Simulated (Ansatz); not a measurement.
# CH₄BLi (SMILES [Li][BH]C): one structure at several levels

A test off equilibrium: a structure displaced at random from a GFN2-xTB minimum is computed at several levels, and each is set against CCSD(T).

Computed with Ansatz 0.2.0, Gaussian basis. Level: single points in def2-TZVPP.

Cores are frozen in the correlated methods. The outer core shell of Li, Na, Mg and K is correlated.

## (1) Where the work starts

SMILES `[Li][BH]C`, 7 atoms, charge 0, spin multiplicity 1.

Atoms are counted from 1 here; the program's logs count them from 0.

Bond lengths: Li1–B2 2.014 Å, B2–C3 1.619 Å, B2–H4 1.018 Å, C3–H5 0.985 Å, C3–H6 1.120 Å, C3–H7 1.105 Å. Angles: Li1–B2–C3 94.2°, Li1–B2–H4 149.2°, C3–B2–H4 116.4°, B2–C3–H5 122.8°, B2–C3–H6 103.0°, B2–C3–H7 105.1°, H5–C3–H6 111.1°, H5–C3–H7 112.3°, H6–C3–H7 99.9°.

Coordinates:

```
Li   -2.1227   -0.1926   -0.7013
B    -0.3928   -0.9313    0.0171
C     0.3768    0.4918   -0.0386
H     0.1281   -1.7118    0.4114
H     0.0401    1.2602   -0.5549
H     0.4984    0.7547    1.0436
H     1.4230    0.2426   -0.2926
```

## (2) CCSD(T)/def2-TZVPP

run/in.yaml reads:

```yaml
crystal:
  periodic: [false, false, false]
  atoms:
    - {symbol: Li, position_ang: [-2.122700, -0.192600, -0.701300]}
    - {symbol: B, position_ang: [-0.392800, -0.931300, 0.017100]}
    - {symbol: C, position_ang: [0.376800, 0.491800, -0.038600]}
    - {symbol: H, position_ang: [0.128100, -1.711800, 0.411400]}
    - {symbol: H, position_ang: [0.040100, 1.260200, -0.554900]}
    - {symbol: H, position_ang: [0.498400, 0.754700, 1.043600]}
    - {symbol: H, position_ang: [1.423000, 0.242600, -0.292600]}
basis:
  gaussian: {orbitals: def2-TZVPP}
correlation: {method: ccsd_t}
output: {forces: true}
```

No record of the launch command was kept for these runs.

## (3) PBE0-D4/def2-TZVPP

run/in.yaml: that of step 2 with these lines changed.

```diff
@@ -12,3 +12,3 @@
   gaussian: {orbitals: def2-TZVPP}
-correlation: {method: ccsd_t}
-output: {forces: true}
+hamiltonian: {xc: pbe0, dispersion: d4}
+output: {forces: true, orbitals: {seedname: orbitals}}
```

## (4) wB97M-V/def2-TZVPP

run/in.yaml: that of step 3 with these lines changed.

```diff
@@ -12,3 +12,3 @@
   gaussian: {orbitals: def2-TZVPP}
-hamiltonian: {xc: pbe0, dispersion: d4}
-output: {forces: true, orbitals: {seedname: orbitals}}
+hamiltonian: {xc: {name: wB97M-V}}
+output: {forces: true}
```

## (5) r2SCAN-D4/def2-TZVPP

run/in.yaml: that of step 4 with these lines changed.

```diff
@@ -12,3 +12,3 @@
   gaussian: {orbitals: def2-TZVPP}
-hamiltonian: {xc: {name: wB97M-V}}
+hamiltonian: {xc: r2scan, dispersion: d4}
 output: {forces: true}
```

## (6) PBE-D4/def2-TZVPP

run/in.yaml: that of step 5 with these lines changed.

```diff
@@ -12,3 +12,3 @@
   gaussian: {orbitals: def2-TZVPP}
-hamiltonian: {xc: r2scan, dispersion: d4}
+hamiltonian: {xc: pbe, dispersion: d4}
 output: {forces: true}
```

## (7) SPW92/def2-TZVPP

run/in.yaml: that of step 6 with these lines changed.

```diff
@@ -12,3 +12,3 @@
   gaussian: {orbitals: def2-TZVPP}
-hamiltonian: {xc: pbe, dispersion: d4}
+hamiltonian: {xc: lda}
 output: {forces: true}
```

## (8) BHLYP-D4/def2-TZVPP

run/in.yaml: that of step 7 with these lines changed.

```diff
@@ -12,3 +12,3 @@
   gaussian: {orbitals: def2-TZVPP}
-hamiltonian: {xc: lda}
+hamiltonian: {xc: {name: BHLYP}, dispersion: d4}
 output: {forces: true}
```

(Steps that only read results are left out.)

**Question.** What will these runs give? Wanted: energy less free atoms, CCSD(T)/def2-TZVPP; RMS force component; RMS force error; HOMO and LUMO, PBE0-D4; T1 diagnostic.

As calculated:

| quantity | value |
| --- | --- |
| energy less free atoms, CCSD(T)/def2-TZVPP | -2016.3 kJ/mol |
| RMS force component | 2.683 to 2.833 eV/Å over the methods |
| RMS force error | PBE0-D4 0.098, wB97M-V 0.086, r2SCAN-D4 0.090, PBE-D4 0.157, SPW92 0.291, BHLYP-D4 0.141 eV/Å |
| HOMO and LUMO, PBE0-D4 | -4.17 and -0.99 eV |
| T1 diagnostic | 0.010 |

In words: Against CCSD(T) the functionals' energies less atoms differ by -314.7 to -25.0 kJ/mol, PBE-D4 by -74.6 kJ/mol. A larger basis would deepen the CCSD(T) value, while the functionals are nearly converged already, so the order here is not reliable. On forces the order runs from wB97M-V to SPW92. Frozen-core CCSD(T) forces in triple zeta carry basis errors of their own, and this is one geometry, so small gaps rank nothing. The restricted Hartree–Fock reference is unstable towards an unrestricted one at one or more of these structures.
